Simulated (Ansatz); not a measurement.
**C3H4F2: basis-set convergence**

How large a basis does C3H4F2 need? Two functionals are run in growing sets.

Program: Ansatz 0.2.0, Gaussian basis. Level of theory: one geometry, several basis sets. These are calculated values, not measurements.

Levels to be run: PBE0-D4/def2-SVP; ωB97M-V/def2-SVP; PBE0-D4/def2-QZVPP; ωB97M-V/def2-QZVPP; the functionals' def2-TZVPP values are taken from earlier runs.

## Step 1: The geometry

The geometry comes from an earlier relaxation with PBE0-D4 in a triple-zeta def2 set; it is a stationary point, not always the lowest conformer.

9 atoms, charge 0, spin multiplicity 1.

Atoms are counted from 1 here; the program's logs count them from 0.

Bond lengths: C1–C2 1.322 Å, C1–H6 1.083 Å, C1–H7 1.083 Å, C2–C3 1.490 Å, C2–H8 1.086 Å, C3–F4 1.354 Å, C3–F5 1.363 Å, C3–H9 1.097 Å. Angles: C2–C1–H6 121.3°, C2–C1–H7 121.1°, H6–C1–H7 117.6°, C1–C2–C3 123.8°, C1–C2–H8 121.8°, C3–C2–H8 114.4°, C2–C3–F4 111.8°, C2–C3–F5 109.7°, C2–C3–H9 112.9°, F4–C3–F5 107.5°, F4–C3–H9 107.6°, F5–C3–H9 107.1°.

## Step 2: PBE0-D4 in def2-SVP

The input, in.yaml:

```yaml
crystal:
  periodic: [false, false, false]
  atoms:
    - {symbol: C, position_ang: [-0.521906, -0.520634, -1.183725]}
    - {symbol: C, position_ang: [0.228022, -0.538240, -0.095355]}
    - {symbol: C, position_ang: [0.252024, 0.558902, 0.912978]}
    - {symbol: F, position_ang: [-0.462401, 1.633964, 0.503352]}
    - {symbol: F, position_ang: [1.535300, 0.972512, 1.112328]}
    - {symbol: H, position_ang: [-1.169746, 0.318597, -1.406963]}
    - {symbol: H, position_ang: [-0.507742, -1.345278, -1.885749]}
    - {symbol: H, position_ang: [0.877467, -1.376435, 0.137540]}
    - {symbol: H, position_ang: [-0.142517, 0.250412, 1.888593]}
basis:
  gaussian: {orbitals: def2-SVP}
hamiltonian: {xc: pbe0, dispersion: d4}
output: {orbitals: {seedname: orbitals}}
```

The runs that follow: ωB97M-V in def2-SVP; PBE0-D4 in def2-QZVPP; ωB97M-V in def2-QZVPP.

Before running them: what should the planned runs give, taken together? Wanted: PBE0-D4: double and triple zeta above quadruple; ωB97M-V: double and triple zeta above quadruple.

**Answer**, as computed:

| quantity | value |
| --- | --- |
| PBE0-D4: double and triple zeta above quadruple | 10.63, 0.45 eV |
| ωB97M-V: double and triple zeta above quadruple | 10.92, 0.43 eV |

**Reading.** PBE0-D4 gains 10.18 eV from double to triple zeta, then 0.45 eV more. These are total energies; as a rule much of such shifts cancels in differences, which this series doesn't test. The LUMO of ωB97M-V is positive and keeps falling with the basis (2.00 to 1.48 eV): an unbound level that the basis holds in place.
